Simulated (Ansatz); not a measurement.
Frontier orbitals of difluoromethane, CH$_{2}$F$_{2}$.

Cartesian coordinates in Å:
```
F -0.714 0.154 -1.087
C 0.064 0.036 0.012
F -0.517 -0.843 0.859
H 1.039 -0.357 -0.288
H 0.128 1.010 0.504
```

Charge 0, multiplicity 1. All single points use the PBE0-D4/def2-TZVP geometry. Basis def2-TZVPP, the Gaussian-basis code of Ansatz.

Wavefunction ionisation energies are left out: the UHF cation lies over 0.3 eV above the hybrids' and is likely on a second state.

Orbital energies of one run (eV). Highest occupied ones, from the top: -10.17, -12.00, -12.20, -12.62, -15.82, -15.88, -15.98, -20.54, -34.74, -36.32, -285.67, -679.05, -679.05. Empty: 2.41, 2.88, 3.62, 3.79, 7.58, 7.68.

(1) Which functional gave them?
A. ωB97X-V
B. r2SCAN
C. LC-ωPBE
D. r2SCAN0

## Answers

(1) D. HOMO energies: r2SCAN0 -10.17, LC-ωPBE -12.73, ωB97X-V -12.42, r2SCAN -8.45 eV.

LC-ωPBE has ω = 0.4 bohr⁻¹.
